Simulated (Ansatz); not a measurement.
## Worked example: correlation energy of [OH···H···H], doublet

Geometry: a point of a hydrogen-transfer path between rigid fragments, not a stationary point.

```yaml
atoms:
  - { symbol: O, position_ang: [-0.1642, -0.0491, 0.0000] }
  - { symbol: H, position_ang: [-0.4135, 0.8775, 0.0000] }
  - { symbol: H, position_ang: [1.0008, -0.0491, 0.0000] }
  - { symbol: H, position_ang: [2.0198, -0.0491, 0.0000] }
```

Basis 6-31G; Ansatz 0.2.0. Only valence electrons are correlated (noble-gas cores frozen), which leaves 9 electrons in 14 orbitals. Prefix R: restricted or restricted open-shell reference; prefix U: unrestricted.

Full CI is exact within this basis and frozen core; it isn't the basis-set limit. The frozen core follows each run's orbitals, which can shift R against U totals by a few meV.

Runs differ by some tens of microhartree through their thresholds and, for an open shell, their frozen cores, so steps under 0.1 kcal/mol mean nothing.

| level | total energy (hartree) |
| --- | --- |
| UHF | -76.445494 |
| UMP2 | -76.574844 |
| UCCSD | -76.588629 |
| UCCSD(T) | -76.590154 |
| UCCSDT | -76.590347 |
| UCCSDT(Q) | -76.590854 |
| UCCSDTQ | -76.590833 |
| full CI | -76.590849 |

Task: What is the correlation energy at full CI, and what share of it do UMP2 and UCCSD recover?

Result: E(corr) = -76.590849 − (-76.445494) = -0.145355 hartree = -3.955 eV. UMP2: -0.129350 / -0.145355 = 88.99 %. UCCSD: -0.143135 / -0.145355 = 98.47 %.

Task: By how many kcal/mol does UCCSD(T) miss full CI (1 hartree = 627.509 kcal/mol), and which steps make up the rest?

Result: -76.590154 − (-76.590849) = 0.000695 hartree = 0.44 kcal/mol. Steps: UCCSDT − UCCSD(T) = -0.12, UCCSDT(Q) − UCCSDT = -0.32, UCCSDTQ − UCCSDT(Q) = 0.01, full CI − UCCSDTQ = -0.01 kcal/mol. That is within 1 kcal/mol of the reference in this basis, which itself misses far more of the correlation at the basis-set limit.
